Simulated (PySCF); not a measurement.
## dimethylphosphine: calculation against experiment

**Experimental background.**

From NIST CCCBDB Release 22 (SRD 101), experimental dipoles, for the gas: dipole moment 1.23 D.

The results are set against them at the end.

Compound: dimethylphosphine, C2H7P.
SMILES with atom numbers: `[CH3:1][PH:2][CH3:3]` (hydrogens: H4, H5, H6 on C1; H7 on P2; H8, H9, H10 on C3)

Cartesian coordinates in Å at the PBE0-D3(BJ)/def2-TZVP level; atoms count from 1:
```
atom  x, y, z in Å
C1     1.397    0.121   -0.017
P2     0.153   -0.510    1.188
C3    -1.383    0.226    0.482
H4     2.351   -0.381    0.152
H5     1.550    1.188    0.160
H6     1.097   -0.024   -1.057
H7     0.004   -1.806    0.623
H8    -2.254   -0.207    0.979
H9    -1.474    0.074   -0.595
H10   -1.385    1.298    0.688
```

The PySCF runs (gas phase, on this PBE0-D3(BJ)/def2-TZVP geometry; no spin–orbit coupling):

| level | job | basis functions | wall time |
| --- | --- | --- | --- |
| PBE0-D3(BJ)/def2-TZVP, grid level 2 | geometry optimisation from a GFN2-xTB start shaken at random | 141 | 31 s |
| B97-2/pcSseg-2 | shieldings | 213 | 9.0 s |
| KT3/pcSseg-2 | shieldings | 213 | 13 s |
| PBE0/pcSseg-2 | shieldings, charges and field gradients | 213 | 11 s |
| wB97X-D/pcSseg-2 | shieldings | 213 | 12 s |
| CAM-B3LYP/aug-cc-pVTZ | 10 singlets by full TDDFT, 4 Tamm–Dancoff triplets, polarisability | 303 | 19 s |
| PBE0/aug-cc-pVTZ | 10 singlets by full TDDFT, 4 Tamm–Dancoff triplets, polarisability, dynamic polarisability | 303 | 18 s |
| wB97X-D/aug-cc-pVTZ | 10 singlets by full TDDFT, 4 Tamm–Dancoff triplets, polarisability, ΔSCF ions | 303 | 34 s |

Hardware: Intel Xeon 6975P-C, one thread (shared host).

Results beside the measurements:

**Dipole moment.** Measured: 1.23 D (NIST CCCBDB Release 22 (SRD 101), experimental dipoles).

| level | computed (D) | computed − measured (D) | % (from the printed values) |
| --- | --- | --- | --- |
| PBE0-D3(BJ)/def2-TZVP | 1.34 | +0.11 | +9 |
| B97-2/pcSseg-2 | 1.34 | +0.11 | +9 |
| KT3/pcSseg-2 | 1.27 | +0.04 | +3 |
| PBE0/pcSseg-2 | 1.36 | +0.13 | +11 |
| wB97X-D/pcSseg-2 | 1.36 | +0.13 | +11 |
| CAM-B3LYP/aug-cc-pVTZ | 1.31 | +0.08 | +7 |
| PBE0/aug-cc-pVTZ | 1.36 | +0.13 | +11 |
| wB97X-D/aug-cc-pVTZ | 1.37 | +0.14 | +11 |

Closest is KT3/pcSseg-2 (+0.04 D), furthest wB97X-D/aug-cc-pVTZ (+0.14 D); one molecule doesn't rank methods. All 8 levels lie above the measurement. The computed dipoles belong to one fixed geometry; measured ones are averaged over vibrations unless marked μe. Magnitudes are compared, not signs.

No measured geometry was used, and the causes of the misses weren't examined.
